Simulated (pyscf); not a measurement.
Thermochemistry of product channels of `[BH2][Cl]` + `[ClH]` on the singlet surface, in kJ/mol, from ωB97M-D3(BJ)/def2-TZVP energies (ideal gas, 1 atm, RRHO with modes under 100 cm⁻¹ raised to 100, one conformer, R ln 2 for chiral ones without a mode under 150 cm⁻¹). Structures and frequencies: ωB97X-D3(BJ)/def2-SVP in PySCF.

```json
[
 {"products": "`[BH3]` + `[Cl][Cl]`", "ΔE": "+273.3", "ΔH(298 K)": "+271.3", "ΔG(298 K)": "+274.1", "ΔG(1200 K)": "(withheld)"},
 {"products": "`[Cl][BH][Cl]` + `[H][H]`", "ΔE": "(withheld)", "ΔH(298 K)": "-78.7", "ΔG(298 K)": "-71.9", "ΔG(1200 K)": "-58.0"}
]
```

Question: Complete the blanks.

Answer: 
- `[BH3]` + `[Cl][Cl]`, ΔG(1200 K): +282.4
- `[Cl][BH][Cl]` + `[H][H]`, ΔE: -71.8

These are energies of the channels, which say nothing of barriers.
